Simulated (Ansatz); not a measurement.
# Disiloxane (Si₂H₆O): up Jacob's ladder to CCSD(T)

One table from this session's results is given with a row withheld; the runs are named, their logs left out.

Computed with Ansatz 0.2.0, Gaussian basis. Level: functionals in def2-TZVPP, the program's frozen cores in correlated methods.

Plan: LDA (SPW92), PBE-D4, revPBE-D4, BLYP-D4, r2SCAN-D4, B97M-V, PBE0-D4, B3LYP-D4, r2SCANh-D4, r2SCAN0-D4, HSE06-D4, BHLYP-D4, CAM-B3LYP-D4, LC-ωPBE, ωB97X-V, ωB97M-V, B2PLYP, PBE-QIDH; CCSD(T)/def2-SVP; CCSD(T)/def2-TZVPP; MP2/def2-QZVPP; extrapolation to the limit; RPA on PBE.

## The relaxed structure

The geometry comes from an earlier relaxation with PBE0-D4 in a triple-zeta def2 set; it is a stationary point, not always the lowest conformer.

9 atoms, charge 0, spin multiplicity 1.

Atoms are counted from 1 here; the program's logs count them from 0.

Bond lengths: Si1–O2 1.634 Å, Si1–H4 1.487 Å, Si1–H5 1.483 Å, Si1–H6 1.487 Å, O2–Si3 1.634 Å, Si3–H7 1.483 Å, Si3–H8 1.487 Å, Si3–H9 1.487 Å. Angles: O2–Si1–H4 110.2°, O2–Si1–H5 108.3°, O2–Si1–H6 110.2°, H4–Si1–H5 109.6°, H4–Si1–H6 109.0°, H5–Si1–H6 109.6°, Si1–O2–Si3 147.6°, O2–Si3–H7 108.2°, O2–Si3–H8 110.2°, O2–Si3–H9 110.2°, H7–Si3–H8 109.6°, H7–Si3–H9 109.6°, H8–Si3–H9 109.0°.

Set-up of the first run:

in.yaml

```yaml
crystal:
  periodic: [false, false, false]
  atoms:
    - {symbol: Si, position_ang: [-0.702291, 1.048814, -0.921045]}
    - {symbol: O, position_ang: [0.432517, 0.094921, -0.234816]}
    - {symbol: Si, position_ang: [0.786741, -1.043850, 0.881570]}
    - {symbol: H, position_ang: [-1.774675, 0.216107, -1.526409]}
    - {symbol: H, position_ang: [-0.049612, 1.862648, -1.974489]}
    - {symbol: H, position_ang: [-1.305207, 1.944980, 0.100382]}
    - {symbol: H, position_ang: [2.234600, -1.349354, 0.789769]}
    - {symbol: H, position_ang: [-0.001164, -2.277734, 0.623467]}
    - {symbol: H, position_ang: [0.467691, -0.542930, 2.244370]}
basis:
  gaussian: {orbitals: def2-TZVPP}
hamiltonian: {xc: lda}
output: {orbitals: {seedname: orbitals}}
```

Launch:

```bash
$ ansatz run in.yaml --threads 4 --pin off --events-out ev --progress --plain --max-ram 10444MiB
```

Among the steps run: LDA; PBE-D4 (GGA); revPBE-D4 (GGA); BLYP-D4 (GGA); r2SCAN-D4 (meta-GGA); B97M-V (meta-GGA); PBE0-D4 (hybrid); B3LYP-D4 (hybrid); r2SCANh-D4 (hybrid); r2SCAN0-D4 (hybrid); HSE06-D4 (hybrid); BHLYP-D4 (hybrid); CAM-B3LYP-D4 (range-separated); LC-ωPBE (range-separated); ωB97X-V (range-separated); ωB97M-V (range-separated); B2PLYP (double hybrid); PBE-QIDH (double hybrid).

One table of the session follows, with a row left open; its other results are not shown here.

It belongs to the step «Orbital energies across the functionals». 

| functional | HOMO (eV) | gap (eV) |
| --- | --- | --- |
| LDA (SPW92) | -7.37 | 6.00 |
| PBE-D4 | -7.32 | 6.22 |
| revPBE-D4 | -7.30 | 6.32 |
| BLYP-D4 | -7.25 | 6.29 |
| r2SCAN-D4 | -7.68 | 7.00 |
| B97M-V | -7.82 | 6.85 |
| PBE0-D4 | -8.74 | 8.52 |
| B3LYP-D4 | -8.54 | 8.11 |
| r2SCANh-D4 | -8.20 | 7.81 |
| r2SCAN0-D4 | -8.98 | 9.01 |
| HSE06-D4 | -8.33 | 7.74 |
| BHLYP-D4 | -10.11 | 10.76 |
| CAM-B3LYP-D4 | -10.16 | 10.92 |
| LC-ωPBE | -11.50 | 13.47 |
| ωB97X-V | -11.18 | 12.97 |
| ωB97M-V | ? | ? |

Estimate the missing values for ωB97M-V.

As computed: HOMO (eV): -11.03; gap (eV): 12.51. In the column «HOMO (eV)» it lies between ωB97X-V (-11.18) and CAM-B3LYP-D4 (-10.16).
